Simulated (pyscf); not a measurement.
`[TeH2]` + `[CH3][Zn][CH3]` → `[CH3][Zn][TeH]` + `[CH4]`, a four-centre exchange (singlet surface; H–Te, C–Zn broken, Te–Zn, C–H formed). Single points on ωB97X-D3(BJ)/def2-SVP structures (PySCF, gas phase). Energies in kcal/mol from the separated reactants.

Small-basis levels: PySCF, no dispersion term, spherical d functions. AM1 to PM7: differences of heats of formation from MOPAC, which are fitted to 298 K values and so differ in kind from electronic energies by zero-point and thermal terms. GFN2-xTB: tblite. Cost: rough CPU time at the saddle relative to B3LYP/6-31G*+LANL2DZ, from one job on a shared machine.

```tsv
level	barrier	reaction energy	cost
SVWN5/6-31G*+LANL2DZ	0.2	-37.7	1
BP86/6-31G*+LANL2DZ	11.5	-38.2	1
PBE/6-31G*+LANL2DZ	9.2	-38.8	2
B3LYP/LANL2DZ	18.8	-37.0	0.9
B3LYP/6-31G*+LANL2DZ	18.2	-38.8	1
M06-2X/6-31G*+LANL2DZ	12.7	-41.0	3
PBE/def2-SVP	9.2	-33.1	3
GFN2-xTB	17.5	-35.5	under 0.02
AM1	-0.8	-31.1	under 0.02
PM3	-13.4	-30.4	under 0.02
PM6	77.4	-5.1	under 0.02
PM7	29.7	-36.6	under 0.02
ωB97M-D3(BJ)/def2-TZVP	18.8	-34.3	–
```

Against the last row the barrier runs from -32.2 (PM3) to +58.7 kcal/mol (PM6). At AM1, PM3 this geometry lies under one side, so the entry may be no barrier of that level: it is a single point on another level's saddle. ωB97M-D3(BJ)/def2-TZVP has limits of its own. On the reactant side the descent ends in an adduct with a Te–Zn contact (not fully relaxed), 5.9 kcal/mol under the separated species and 19.9 kcal/mol under the saddle at ωB97X-D3(BJ)/def2-TZVP. What is counted as formed (Te–Zn) is already present as a longer contact in the reactant adduct; forming that adduct is a step of its own. At ωB97X-D3(BJ)/def2-TZVP the barrier from the zero used here is 14.0 kcal/mol. This is the saddle that the search found; another between the same sides may lie lower. In the def2 sets elements up to Kr have no core potential. In the def2 sets elements past Kr carry core potentials, without spin-orbit coupling.
